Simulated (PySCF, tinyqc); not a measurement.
Starting guesses with DIIS over 6 matrices: SCF starting guesses in the sto-6g basis, for N2, spin multiplicity 1. Computed by the program tinyqc with PySCF. RHF with one setting changed at a time; a run stops when the energy changes by less than 1e-09 hartree and the error matrix is below 1e-5. Starts: the lowest orbitals of the core Hamiltonian, of the Wolfsberg-Helmholz matrix (K = 1.75), projected atomic densities, random orbitals, and the highest orbitals of the core Hamiltonian (a deliberately bad start).

Geometry (angstrom):

| atom | x | y | z |
|---|---|---|---|
| N | 0.0000 | 0.0000 | 0.0000 |
| N | 0.0000 | 0.0000 | 1.1510 |

lowest restricted solution found by these runs and by PySCF = -108.546574 hartree

Largest element of the error matrix X^T (FDS - SDF) X:

| iteration | core | Wolfsberg-Helmholz | atomic densities | random | highest core orbitals |
|---|---|---|---|---|---|
| 1 | 9.0e-01 | 3.1e-01 | 1.3e+00 | 4.7e+00 | 2.5e-01 |
| 2 | 1.5e-01 | 8.6e-02 | 1.6e-02 | 2.0e-01 | 4.0e-01 |
| 3 | 2.2e-02 | 2.9e-03 | 8.0e-04 | 1.1e-01 | 2.4e-01 |
| 4 | 1.5e-03 | 1.6e-05 | 1.2e-04 | 9.9e-02 | 3.3e-02 |
| 5 | 2.0e-04 | 1.6e-07 | 3.1e-09 | 4.8e-02 | 1.0e-03 |
| 6 | 4.9e-06 | - | 1.1e-09 | 1.8e-02 | 3.1e-05 |
| 8 | - | - | - | 1.4e-03 | 1.0e-05 |
| 10 | - | - | - | 8.9e-05 | - |

How each run ends:

| run | iterations | E (hartree) | state |
|---|---|---|---|
| core | 7 | -107.892819 | higher |
| Wolfsberg-Helmholz | 5 | -108.546574 | lowest found |
| atomic densities | 6 | -108.546574 | lowest found |
| random | 13 | -108.546574 | lowest found |
| highest core orbitals | 9 | -108.546574 | lowest found |

What does the comparison show, and why?

4 of 5 runs reach the lowest restricted solution found, in 5 to 13 iterations (fastest: Wolfsberg-Helmholz). Ending on a higher stationary point: core; a small error matrix cannot reveal that, and an occupation fixed by the start is kept by symmetry or by the shape of the basin. The first errors are 9e-01, 3e-01, 1e+00, 5e+00, 2e-01; the deliberately bad start has the smallest one, so a small first error does not mark a good start. The restricted reference is unstable here: a spin-polarised solution lies 0.0028 hartree lower (PySCF), so results built on it describe a poor reference.
